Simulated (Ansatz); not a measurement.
## Rh (fcc): energy against volume

Level of theory: Ansatz, DFT, BLYP, plane waves (420 eV) with PAW, scalar-relativistic. (PAW data from PBE, frozen cores regenerated.)

The cell is scaled uniformly from the relaxed one, with fractional coordinates and shape fixed. Energies are extrapolated to zero smearing, pressures are those at the given smearing. Magnetic state: spin not included.

A Birch-Murnaghan fit gives V₀ = 14.81 Å³/atom, B₀ = 215 GPa, B₀′ = 5.3.

Question: What are the energy above the minimum and the pressure at 13.661 Å³/atom?

Answer: 71.2 meV/atom and 22.03 GPa as computed.

Question: What are the energy above the minimum and the pressure at 15.443 Å³/atom?

Answer: 16.5 meV/atom and -7.51 GPa as computed.

Question: What are the energy above the minimum and the pressure at 16.631 Å³/atom?

Answer: 117.5 meV/atom and -17.76 GPa as computed.
